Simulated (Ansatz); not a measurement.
CH7FSi, singlet: at the start structure of a reaction step.

in.yaml

```yaml
crystal:
  periodic: [false, false, false]
  atoms:
    - {symbol: Si, position_ang: [-0.860640, 0.966255, -1.634112]}
    - {symbol: F, position_ang: [0.713905, 1.063138, -1.360080]}
    - {symbol: H, position_ang: [-1.060458, 0.404945, -2.990949]}
    - {symbol: H, position_ang: [-1.460837, 0.081218, -0.609205]}
    - {symbol: H, position_ang: [-1.430878, 2.331084, -1.544729]}
    - {symbol: H, position_ang: [1.303976, -0.352991, 0.869678]}
    - {symbol: C, position_ang: [0.820492, -0.968747, 1.627216]}
    - {symbol: H, position_ang: [0.061465, -0.381677, 2.144180]}
    - {symbol: H, position_ang: [1.562628, -1.313899, 2.346644]}
    - {symbol: H, position_ang: [0.350347, -1.829326, 1.151455]}
basis:
  gaussian: {orbitals: STO-3G}
hamiltonian: {xc: pbe, dispersion: d4}
```

Command:

```bash
ansatz run in.yaml --threads 2 --pin off --events-out ev --progress --plain --max-ram 4352MiB
```

What Ansatz 0.2.0 printed:

```
Functional definition: PBE
  name "PBE"
  cite "Perdew, Burke & Ernzerhof, Phys. Rev. Lett. 77, 3865 (1996) doi:10.1103/PhysRevLett.77.3865"
  parent pbe
  parameter kappa = 0.804
  parameter beta = 0.06672455060314922
  exchange = pbe_x(kappa = kappa, mu = beta*pi^2/3)
  correlation = pbe_c(beta = beta)
323 factors; integrals over basis functions are off by at most 2.8e-5 eV
mean field evaluation 1: about -11591.2832 eV, gradient 2.0e1 eV
mean field evaluation 2: about -11590.8235 eV, gradient 2.4e1 eV
mean field evaluation 4: about -11592.6391 eV, gradient 6.0e-1 eV
mean field evaluation 8: about -11592.5688 eV, gradient 2.5e-3 eV
mean field -11592.56879847 eV, -426.0190456183 hartree, gradient 5.4e-5 eV, S^2 0.000000; 0 other end points of the search recorded, 0 dependent functions left out
reference -11592.56882161 eV, -426.0190464686 hartree; 18, 18 occupied and 8, 8 virtual orbitals, 323 factors
Total energy: -11592.67004242 eV, -426.0227662649 hartree
```

The lines “mean field evaluation” count trial sets of orbitals through the whole run, from several starts and some on an approximate energy, so they need not fall steadily or lie above the final value.

Hardware: 2 CPU threads of an Intel Xeon Platinum 8259CL, shared host. Wall time about 0.5 s.
